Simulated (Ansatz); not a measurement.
Input file:

```yaml
crystal:
  periodic: [false, false, false]
  atoms:
    - {symbol: Ga, position_ang: [0.000000, 0.000000, 0.000000]}
    - {symbol: Li, position_ang: [0.000000, 0.000000, 2.876000]}
basis:
  gaussian: {orbitals: def2-mTZVP}
total_charge: 1
magnetization: {spin_polarized: true, initial_magnetization: 1}
correlation: {method: ccsd_t, electrons: valence}
output: {forces: true}
```

```sh
$ ansatz run in.yaml --threads 1 --pin off --events-out ev --progress --plain --max-ram 2393MiB
```

The program prints:

```
430 factors; integrals over basis functions are off by at most 2.0e-4 eV
mean field evaluation 1: about -52531.2909 eV, gradient 5.8e0 eV
mean field evaluation 2: about -52531.2979 eV, gradient 5.8e0 eV
mean field evaluation 4: about -52531.5536 eV, gradient 1.0e0 eV
mean field evaluation 8: about -52531.5899 eV, gradient 6.1e-3 eV
mean field evaluation 16: about -52531.5723 eV, gradient 2.9e-1 eV
mean field evaluation 32: about -52530.5237 eV, gradient 1.8e-5 eV
mean field evaluation 64: about -52528.4363 eV, gradient 3.7e0 eV
mean field evaluation 96: about -52530.5237 eV, gradient 4.2e-4 eV
mean field evaluation 128: about -52528.2167 eV, gradient 4.7e-4 eV
mean field evaluation 160: about -52531.5899 eV, gradient 3.1e-3 eV
mean field evaluation 192: about -52528.1971 eV, gradient 1.6e-1 eV
mean field -52531.58994926 eV, -1930.5003234449 hartree, gradient 1.9e-6 eV, S^2 0.768288; 6 other end points of the search recorded, 0 dependent functions left out
determinant -52531.58994926 eV, -1930.5003234449 hartree, with singles and doubles -52536.31985852 eV, -1930.6741444042 hartree
determinant -52530.52374817 eV, -1930.4611412774 hartree, with singles and doubles -52535.31784212 eV, -1930.6373209804 hartree
determinant -52528.21673291 eV, -1930.3763600304 hartree, with singles and doubles -52532.88820540 eV, -1930.5480334779 hartree
9 core orbitals not correlated: weight in the atoms' cores, before any rotation towards them, 1.000 or more for the frozen orbitals, at most 0.000 for the correlated occupied ones
reference -52531.58994926 eV, -1930.5003234449 hartree; 8, 7 occupied and 27, 28 virtual orbitals, 430 factors
second order -4.51617222 eV of doubles, -0.00000000 eV of singles
cycle   1  -4.72975990 eV  change    1.5e-4 eV  update   5.7e-4
cycle   2  -4.73002709 eV  change   -2.7e-4 eV  update   3.6e-4
cycle   3  -4.72988347 eV  change    1.4e-4 eV  update   1.3e-4
cycle   4  -4.72986285 eV  change    2.1e-5 eV  update   3.8e-5
cycle   5  -4.72992090 eV  change   -5.8e-5 eV  update   1.2e-5
cycle   6  -4.72992820 eV  change   -7.3e-6 eV  update   3.7e-6
cycle   7  -4.72992632 eV  change    1.9e-6 eV  update   1.2e-6
cycle   8  -4.72992499 eV  change    1.3e-6 eV  update   5.2e-7
perturbative correction -0.17577430 eV, -0.0064595864 hartree
the calculation of the forces begins
Total energy: -52536.49564856 eV, -1930.6806045688 hartree
Atom 0 at     0.000000     0.000000     0.000000 Å, force    -0.000000     0.000000    -0.204068 eV/Å
Atom 1 at     0.000000     0.000000     2.876000 Å, force    -0.000000    -0.000000     0.204068 eV/Å
Dipole moment:     0.000000    -0.000000     1.780919 e Å
```

Forces (eV/Å):
```
Ga   0.000  0.000 -0.204
Li   0.000  0.000  0.204
```

Ran on 1 thread of Arm Neoverse V1, shared host: 4.8 s wall, 0.14 GiB peak host memory.
